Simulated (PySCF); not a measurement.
Species: C4H6N2.
Cartesian coordinates in Å at the PBE0-D3(BJ)/def2-SVP level; atoms count from 1:
```xyz
12
C4H6N2 angstrom
C      2.1712   -0.2539   -0.0839
N      0.8306   -0.2910    0.4265
C     -0.1310   -0.2156   -0.3844
C     -1.5573   -0.2704    0.1011
C     -2.3470    0.8628   -0.3683
N     -2.9564    1.7658   -0.7580
H      2.7038   -1.1660    0.2291
H      2.2359   -0.1619   -1.1859
H      2.7086    0.5909    0.3754
H      0.0109   -0.1181   -1.4806
H     -2.0400   -1.1955   -0.2598
H     -1.5524   -0.2983    1.2008
```

Computed with PySCF at PBE0/def2-SVPD, non-relativistic, on one gas-phase PBE0-D3(BJ)/def2-SVP geometry that isn't relaxed in the solvent. The solvent is an IEF-PCM continuum (van der Waals radii × 1.2), and excitations are vertical TDDFT with non-equilibrium linear response and a frozen core. The model holds no explicit solvent molecules, cavitation or dispersion.

| run | E − E(gas) (kcal/mol) | HOMO (eV) | HOMO–LUMO gap (eV) | dipole (D) | lowest singlet (eV) | static polarisability (au) |
| --- | --- | --- | --- | --- | --- | --- |
| gas | 0.00 | -7.92 | 7.07 | 3.80 | 5.08 | 61.9 |
| P | -5.98 | -7.75 | 7.11 | 4.49 | 5.13 | 74.7 |
| Q | -3.30 | -7.81 | 7.09 | 4.19 | 5.10 | 68.6 |

The runs were made in chloroform and cyclohexane. Which run belongs to which solvent?

P = chloroform, Q = cyclohexane. The dielectric constants are 2.017 (cyclohexane), 4.711 (chloroform), and the energy falls further as ε rises. The optical constants n² used for the excitations are 2.04, 2.09 in the same order. In this model the ground state sees the solvent through ε alone.

How constant is the ratio of the lowering to (ε − 1)/(2ε + 1)?

| solvent | (ε − 1)/(2ε + 1) | E − E(gas) (kcal/mol) | ratio (kcal/mol) | polarisation term (kcal/mol) |
| --- | --- | --- | --- | --- |
| cyclohexane | 0.202 | -3.30 | -16.3 | -3.57 |
| chloroform | 0.356 | -5.98 | -16.8 | -6.91 |

The ratio changes by +2.9 % in size from cyclohexane to chloroform. The polarisation term is half the interaction of the solute with the induced surface charges.
